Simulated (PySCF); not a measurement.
C2H5NO, SMILES C(C)(=O)N (connectivity only; charge and spin as stated), charge +1, multiplicity 2. Atoms are numbered in the order given.

```xyz
9

C     -0.5100    -1.3059     0.0000
C      0.0828     0.0881     0.0000
N     -0.6292     1.1850     0.0000
O      1.3462     0.0814     0.0000
H     -1.1210    -1.4071     0.9127
H     -1.1210    -1.4071    -0.9127
H      0.2775    -2.0723     0.0000
H     -0.1907     2.1075     0.0000
H     -1.6473     1.1384     0.0000
```
Charge +1, spin multiplicity 2.

Coordinates come from a B3LYP-D3(BJ)/def2-SVP optimisation. The spin state was assumed, not searched. Other conformers were not sampled.

The numbers are results of M06-2X/def2-TZVPD (PySCF), not measurements.

Mulliken values depend strongly on the basis, most of all with diffuse functions as here. Atomic charges (e):

| atom | meta-Löwdin | Mulliken | Mulliken spin |
|---|---|---|---|
| C1 | -0.34 | -1.12 | 0.10 |
| C2 | 0.48 | 1.08 | -0.11 |
| N3 | -0.31 | -0.48 | 0.03 |
| O4 | -0.02 | -0.19 | 0.97 |
| H5 | 0.19 | 0.37 | 0.00 |
| H6 | 0.19 | 0.37 | 0.00 |
| H7 | 0.19 | 0.34 | 0.01 |
| H8 | 0.31 | 0.32 | 0.00 |
| H9 | 0.31 | 0.30 | 0.00 |
